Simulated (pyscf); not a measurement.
Thermochemistry of product channels of H₂N–NH₂ + GeH₂ [singlet] on the singlet surface, in kcal/mol, from CCSD(T)/def2-TZVPP + ΔMP2(QZVPP) energies (ideal gas, 1 atm, RRHO with modes under 100 cm⁻¹ raised to 100, one conformer, R ln 2 for chiral ones without a mode under 150 cm⁻¹). PySCF, gas phase, ωB97X-D3(BJ)/def2-SVP geometries. MP2 and CC: frozen core, UHF for open shells. ΔMP2 is the change of the MP2 total energy from the triple- to the quadruple-zeta basis.

```tsv
products	ΔE	ΔH(298 K)	ΔG(298 K)	ΔG(1200 K)
H₂N–GeH₂–NH₂	___	-85.9	-75.3	-46.5
H₂N–NH–GeH₃	-39.4	-39.0	-28.3	___
```

What belongs in the gaps?


- H₂N–GeH₂–NH₂, ΔE: -86.8
- H₂N–NH–GeH₃, ΔG(1200 K): +2.2

The channel to H₂N–NH–GeH₃ turns unfavourable between 298 and 1200 K (ΔG from -28.3 kcal/mol to +2.2 kcal/mol).

These are energies of the channels, which say nothing of barriers. The CCSD(T) − MP2 part came from Ansatz, without density fitting, on the same reference. The frozen core leaves the outer d or s,p core shells of the metals and heavy elements correlated in the MP2 and CC values, and def2-TZVPP describes them poorly, which can shift differences by a few kcal/mol. Elements up to Kr have no core potential and no relativistic terms here.
